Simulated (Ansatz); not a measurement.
Cuprite Ag2O was calculated with PBE (Ansatz, a first-principles code, plane waves, PAW).

Run with plane-wave cutoff 520 eV, 8×8×8 k mesh, Fermi–Dirac smearing 0.01 eV, no spin polarisation, scalar-relativistic PAW data made under PBE.

Computed at the level's own relaxed cell.

Question: What does this level give for the volume per atom, bulk modulus B0, lattice parameter a and pressure derivative B′ of the bulk modulus?

Answer: 
volume per atom: 18.57 Å³/atom
bulk modulus B0: 70.2 GPa
lattice parameter a: 4.812 Å
pressure derivative B′ of the bulk modulus: 5.2

The run finds no gap.

Measured, for comparison: equilibrium volume per atom 17.81 Å³/atom, lattice constant a 4.745 Å (15 K, zero-point motion not removed; as tabulated in Gupta et al. (2014), arXiv:1311.4701). Computed (rounded) less measured: equilibrium volume per atom +4.3 %, lattice constant a +1.4 %.

Note: the gap of the solid is closed in this run; this level leaves the solid without a gap, although one is measured.

Computed values are for the static lattice.
